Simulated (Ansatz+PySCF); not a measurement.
doublet C3H5: levels of theory in one basis

```xyz
8

H     0.0000   -1.2444   -1.2962
C     0.0000   -0.1619   -1.2275
C     0.0000    0.4753    0.0000
C     0.0000   -0.1619    1.2275
H     0.0000    0.3968    2.1546
H     0.0000    0.3968   -2.1546
H     0.0000    1.5436    0.0000
H     0.0000   -1.2444    1.2962
```

Basis set: cc-pVTZ (spherical functions). Correlated methods keep 3 orbitals frozen. Correlation on ROHF uses semicanonical orbitals with singles. Charge 0, multiplicity 2.

Computed with Ansatz (development build ahead of 0.2.0); the reference of a correlated method needn't be the lowest determinant of its kind.

```
      method  E − E(ROHF) (eV)  <S²> of the determinant
        ROHF              0.00                     0.75
         UHF             -0.66                     0.95
    ROHF-MP2            -13.39                        –
ROHF-CCSD(T)            -14.84                        –
```

Problem. What does UHF-MP2 give on the same scale?

Solution. -13.08 eV.

Caution for ROHF, ROHF-MP2, ROHF-CCSD(T): an unrestricted determinant lies well below; the determinant breaks the point group. Caution for UHF, UHF-MP2: the unrestricted determinant is spin contaminated. Caution for ROHF-MP2, UHF-MP2: forces differ strongly between restricted and unrestricted references. Caution for ROHF-CCSD(T): the determinant is a saddle point.
